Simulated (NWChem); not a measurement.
System: water (H₂O); SMILES O

Input file for NWChem:

```
start job
memory heap 200 mb stack 900 mb global 1100 mb
geometry units angstroms
  O      0.002485     0.063537     0.003382
  H     -0.791265    -0.474684    -0.015822
  H      0.751823    -0.533858    -0.037859
end
basis spherical
  O library 6-31g*
  H library 6-31g*
end
dft
  xc hfexch
  iterations 150
end
driver
  maxiter 150
  tight
end
task dft optimize
```

Excerpt of the output:

```
             Northwest Computational Chemistry Package (NWChem) 7.3.0
             --------------------------------------------------------

 C2V symmetry detected

                             Geometry "geometry" -> ""
                             -------------------------

 Output coordinates in angstroms (scale by  1.889725989 to convert to a.u.)

  No.       Tag          Charge          X              Y              Z
 ---- ---------------- ---------- -------------- -------------- --------------
    1 O                    8.0000     0.00000000     0.00000000     0.11380904
    2 H                    1.0000     0.77218971     0.00000000    -0.45523615
    3 H                    1.0000    -0.77218971     0.00000000    -0.45523615

 Effective nuclear repulsion energy (a.u.)       9.1695051712

      Symmetry information
      --------------------

 Group name             C2v
 Group number             16
 Group order               4
 No. of unique centers     2

                                Z-matrix (autoz)
                                --------

 Units are Angstrom for bonds and degrees for angles

      Type          Name      I     J     K     L     M      Value
      ----------- --------  ----- ----- ----- ----- ----- ----------
    1 Stretch                  1     2                       0.95921
    2 Stretch                  1     3                       0.95921
    3 Bend                     2     1     3               107.22521

  xc_inp: hfexch multiplicative factor not found.

                           NWChem Geometry Optimization
                           ----------------------------

 maximum gradient threshold         (gmax) =   0.000015
 rms gradient threshold             (grms) =   0.000010
 maximum cartesian step threshold   (xmax) =   0.000060
 rms cartesian step threshold       (xrms) =   0.000040
 fixed trust radius                (trust) =   0.300000
 source of zmatrix                         =   autoz

          -------------------
          Energy Minimization
          -------------------

 Using diagonal initial Hessian
 Scaling for Hessian diagonals: bonds = 1.00  angles = 0.25  torsions = 0.10

          --------
          Step   0

                                 NWChem DFT Module
                                 -----------------

 Summary of "ao basis" -> "ao basis" (spherical)
 ------------------------------------------------------------------------------
       Tag                 Description            Shells   Functions and Types
 ---------------- ------------------------------  ------  ---------------------
 O                           6-31g*                  6       14   3s2p1d
 H                           6-31g*                  2        2   2s

      Symmetry analysis of basis
      --------------------------

        a1          9
        a2          1
        b1          5
        b2          3

            General Information
            -------------------
          SCF calculation type: DFT
          Wavefunction type:  closed shell.
          No. of atoms     :     3
          No. of electrons :    10
           Alpha electrons :     5
            Beta electrons :     5
          Charge           :     0
          Spin multiplicity:     1
          Use of symmetry is: on ; symmetry adaption is: on
          Maximum number of iterations: 150
          AO basis - number of functions:    18
                     number of shells:    10
          Convergence on energy requested:  1.00D-06
          Convergence on density requested:  1.00D-05
          Convergence on gradient requested:  5.00D-04

              XC Information
              --------------
                     Hartree-Fock (Exact) Exchange  1.000

      Superposition of Atomic Density Guess
      -------------------------------------

 Sum of atomic energies:         -75.75081731

      Non-variational initial energy
      ------------------------------

 Total energy =     -75.912844
 1-e energy   =    -121.691809
 2-e energy   =      36.609460
 HOMO         =      -0.469688
 LUMO         =       0.115173

      Symmetry analysis of molecular orbitals - initial
      -------------------------------------------------

  Numbering of irreducible representations:

     1 a1          2 a2          3 b1          4 b2

  Orbital symmetries:

     1 a1          2 a1          3 b1          4 a1          5 b2
     6 a1          7 b1          8 b1          9 a1         10 b2
    11 a1         12 b1         13 a1         14 a1         15 a2

   convergence    iter        energy       DeltaE   RMS-Dens  Diis-err
 ---------------- ----- ----------------- --------- --------- ---------
 d= 0,ls=0.0,diis     1    -75.9732304945 -8.51D+01  2.02D-02  3.42D-01
 d= 0,ls=0.0,diis     2    -76.0007854545 -2.76D-02  7.40D-03  9.15D-02
 d= 0,ls=0.0,diis     3    -76.0087466574 -7.96D-03  1.03D-03  1.23D-03
 d= 0,ls=0.0,diis     4    -76.0089319426 -1.85D-04  3.21D-04  6.04D-05
 d= 0,ls=0.0,diis     5    -76.0089434517 -1.15D-05  8.14D-05  1.78D-06
 d= 0,ls=0.0,diis     6    -76.0089438862 -4.35D-07  1.09D-05  3.01D-08
 d= 0,ls=0.0,diis     7    -76.0089438935 -7.23D-09  5.33D-07  1.91D-10

         Total DFT energy =      -76.008943893463
      One electron energy =     -123.029912861511
           Coulomb energy =       46.808929810794
    Exchange-Corr. energy =       -8.957466013951
 Nuclear repulsion energy =        9.169505171205

 Numeric. integr. density =        0.000000000000

                  Occupations of the irreducible representations
                  ----------------------------------------------

                     irrep           alpha         beta
                     --------     --------     --------
                     a1                3.0          3.0
                     a2                0.0          0.0
                     b1                1.0          1.0
                     b2                1.0          1.0

                       DFT Final Molecular Orbital Analysis
                       ------------------------------------

 Vector    3  Occ=2.000000D+00  E=-7.105555D-01  Symmetry=b1
              MO Center= -3.4D-16,  5.3D-23, -1.0D-01, r^2= 7.8D-01
   Bfn.  Coefficient  Atom+Function         Bfn.  Coefficient  Atom+Function
  ----- ------------  ---------------      ----- ------------  ---------------
     3      0.505675  1 O  px                 7      0.305526  1 O  px
    15      0.231871  2 H  s                 17     -0.231871  3 H  s
    16      0.108142  2 H  s                 18     -0.108142  3 H  s
    13      0.050219  1 O  d  1

 Vector    4  Occ=2.000000D+00  E=-5.650218D-01  Symmetry=a1
              MO Center= -7.3D-17,  5.7D-16,  1.7D-01, r^2= 6.9D-01
   Bfn.  Coefficient  Atom+Function         Bfn.  Coefficient  Atom+Function
  ----- ------------  ---------------      ----- ------------  ---------------
     5      0.557925  1 O  pz                 9      0.413385  1 O  pz
     6      0.277439  1 O  s                  2      0.166920  1 O  s
    15     -0.139200  2 H  s                 17     -0.139200  3 H  s
    16     -0.076783  2 H  s                 18     -0.076783  3 H  s
     1     -0.068385  1 O  s                 12     -0.033920  1 O  d  0

 Vector    5  Occ=2.000000D+00  E=-4.963246D-01  Symmetry=b2
              MO Center=  1.3D-17, -6.2D-16,  9.5D-02, r^2= 6.0D-01
   Bfn.  Coefficient  Atom+Function         Bfn.  Coefficient  Atom+Function
  ----- ------------  ---------------      ----- ------------  ---------------
     4      0.638813  1 O  py                 8      0.512367  1 O  py
    11     -0.033102  1 O  d -1

 Vector    6  Occ=0.000000D+00  E= 2.146063D-01  Symmetry=a1
              MO Center=  6.2D-17,  9.3D-17, -6.0D-01, r^2= 2.6D+00
   Bfn.  Coefficient  Atom+Function         Bfn.  Coefficient  Atom+Function
  ----- ------------  ---------------      ----- ------------  ---------------
     6      1.198862  1 O  s                 16     -1.001056  2 H  s
    18     -1.001056  3 H  s                  9     -0.476426  1 O  pz
     5     -0.214861  1 O  pz                 2      0.104120  1 O  s
     1     -0.087026  1 O  s                 15     -0.058973  2 H  s
    17     -0.058973  3 H  s

 Vector    7  Occ=0.000000D+00  E= 3.042481D-01  Symmetry=b1
              MO Center=  2.8D-16,  1.1D-32, -6.1D-01, r^2= 2.7D+00
   Bfn.  Coefficient  Atom+Function         Bfn.  Coefficient  Atom+Function
  ----- ------------  ---------------      ----- ------------  ---------------
    16      1.384845  2 H  s                 18     -1.384845  3 H  s
     7     -0.839911  1 O  px                 3     -0.328504  1 O  px
    15      0.047515  2 H  s                 17     -0.047515  3 H  s

 Vector    8  Occ=0.000000D+00  E= 1.034517D+00  Symmetry=b1
              MO Center= -9.2D-15,  6.0D-21, -3.8D-02, r^2= 1.4D+00
   Bfn.  Coefficient  Atom+Function         Bfn.  Coefficient  Atom+Function
  ----- ------------  ---------------      ----- ------------  ---------------
    15      0.842546  2 H  s                 17     -0.842546  3 H  s
     7     -0.664909  1 O  px                16     -0.449325  2 H  s
    18      0.449325  3 H  s                 13      0.204081  1 O  d  1
     3     -0.108991  1 O  px

     Multipole analysis of the density
     ---------------------------------

     L   x y z        total         alpha         beta         nuclear
     -   - - -        -----         -----         ----         -------
     0   0 0 0     -0.000000     -5.000000     -5.000000     10.000000

     1   1 0 0      0.000000      0.000000      0.000000      0.000000
     1   0 1 0      0.000000      0.000000      0.000000      0.000000
     1   0 0 1     -0.854418     -0.427209     -0.427209      0.000000

     2   2 0 0     -2.964724     -3.611705     -3.611705      4.258687
     2   1 1 0     -0.000000     -0.000000     -0.000000      0.000000
     2   1 0 1      0.000000      0.000000      0.000000      0.000000
     2   0 2 0     -5.381924     -2.690962     -2.690962      0.000000
     2   0 1 1      0.000000      0.000000      0.000000      0.000000
     2   0 0 2     -4.490989     -3.170578     -3.170578      1.850168

            General Information
            -------------------
          SCF calculation type: DFT
          Wavefunction type:  closed shell.
          No. of atoms     :     3
          No. of electrons :    10
           Alpha electrons :     5
            Beta electrons :     5
          Charge           :     0
          Spin multiplicity:     1
          Use of symmetry is: on ; symmetry adaption is: on
          Maximum number of iterations: 150
          AO basis - number of functions:    18
                     number of shells:    10
          Convergence on energy requested:  1.00D-06
          Convergence on density requested:  1.00D-05
          Convergence on gradient requested:  5.00D-04

              XC Information
              --------------
                     Hartree-Fock (Exact) Exchange  1.000

   convergence    iter        energy       DeltaE   RMS-Dens  Diis-err
 ---------------- ----- ----------------- --------- --------- ---------
 d= 0,ls=0.0,diis     1    -76.0088719797 -8.54D+01  1.58D-03  2.65D-03
 d= 0,ls=0.0,diis     2    -76.0091431821 -2.71D-04  5.35D-04  3.38D-04
 d= 0,ls=0.0,diis     3    -76.0091725809 -2.94D-05  1.89D-04  3.02D-05
 d= 0,ls=0.0,diis     4    -76.0091766010 -4.02D-06  6.12D-05  1.15D-06
 d= 0,ls=0.0,diis     5    -76.0091768685 -2.68D-07  2.42D-05  6.33D-08
 d= 0,ls=0.0,diis     6    -76.0091768904 -2.18D-08  2.61D-06  1.27D-09

         Total DFT energy =      -76.009176890359
      One electron energy =     -123.373165382343
           Coulomb energy =       46.974476859623
    Exchange-Corr. energy =       -8.978825517767
 Nuclear repulsion energy =        9.368337150127

 Numeric. integr. density =        0.000000000000

                  Occupations of the irreducible representations
                  ----------------------------------------------

                     irrep           alpha         beta
                     --------     --------     --------
                     a1                3.0          3.0
                     a2                0.0          0.0
                     b1                1.0          1.0
                     b2                1.0          1.0

                       DFT Final Molecular Orbital Analysis
                       ------------------------------------

[...]

      ----------------------
      Optimization converged
      ----------------------

  Step       Energy      Delta E   Gmax     Grms     Xrms     Xmax
  ---- ---------------- -------- -------- -------- -------- --------
@    4     -76.00934133 -5.8D-10  0.00000  0.00000  0.00001  0.00001
                                     ok       ok       ok       ok

                                Z-matrix (autoz)
                                --------

 Units are Angstrom for bonds and degrees for angles

      Type          Name      I     J     K     L     M      Value     Gradient
      ----------- --------  ----- ----- ----- ----- ----- ---------- ----------
    1 Stretch                  1     2                       0.94756    0.00000
    2 Stretch                  1     3                       0.94756    0.00000
    3 Bend                     2     1     3               105.58406   -0.00000

                         Geometry "geometry" -> "geometry"
                         ---------------------------------

 Output coordinates in angstroms (scale by  1.889725989 to convert to a.u.)

  No.       Tag          Charge          X              Y              Z
 ---- ---------------- ---------- -------------- -------------- --------------
    1 O                    8.0000     0.00000000     0.00000000     0.11644686
    2 H                    1.0000     0.75468412     0.00000000    -0.45655507
    3 H                    1.0000    -0.75468412     0.00000000    -0.45655507

 Effective nuclear repulsion energy (a.u.)       9.2859573602

      Symmetry information
      --------------------

 Group name             C2v
 Group number             16
 Group order               4
 No. of unique centers     2

                Final and change from initial internal coordinates
                --------------------------------------------------

                                Z-matrix (autoz)
                                --------

 Units are Angstrom for bonds and degrees for angles

      Type          Name      I     J     K     L     M      Value       Change
      ----------- --------  ----- ----- ----- ----- ----- ---------- ----------
    1 Stretch                  1     2                       0.94756   -0.01165
    2 Stretch                  1     3                       0.94756   -0.01165
    3 Bend                     2     1     3               105.58406   -1.64115

 ==============================================================================
                                internuclear distances
 ------------------------------------------------------------------------------
       center one      |      center two      | atomic units |  angstroms
 ------------------------------------------------------------------------------
    2 H                |   1 O                |     1.79064  |     0.94756
    3 H                |   1 O                |     1.79064  |     0.94756
 ------------------------------------------------------------------------------
                         number of included internuclear distances:          2
 ==============================================================================
```

Level: Hartree-Fock/6-31G* (spherical d).
